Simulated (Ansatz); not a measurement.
Two shapes of doublet CH₃O.

Shape 1:

```xyz
5

C     0.0811   -0.0141   -0.6705
O     0.0237   -0.0937    0.6556
H    -0.0319    0.8123    1.0183
H     0.0846   -1.0133   -1.1106
H    -0.4309    0.8418   -1.2370
```

Shape 2:

```xyz
5

C     0.0358   -0.0369   -0.6229
O     0.0202   -0.0440    0.6215
H    -0.0345    0.7887    0.9175
H     0.0387   -0.9525   -1.0351
H    -0.3804    0.7370   -1.1167
```

Basis set: cc-pVTZ (spherical functions). Frozen core: 2 orbitals. Charge 0, multiplicity 2.

Computed with Ansatz (development build ahead of 0.2.0); each method stands on the lowest determinant of its kind that the runs found.

Problem. Which shape is lower in energy, and by how much in each method?

Solution.

```json
{"method": "UHF", "E(2) − E(1) (eV)": "0.502"}
{"method": "UHF-MP2", "E(2) − E(1) (eV)": "0.671"}
```

Shape 1 is lower.
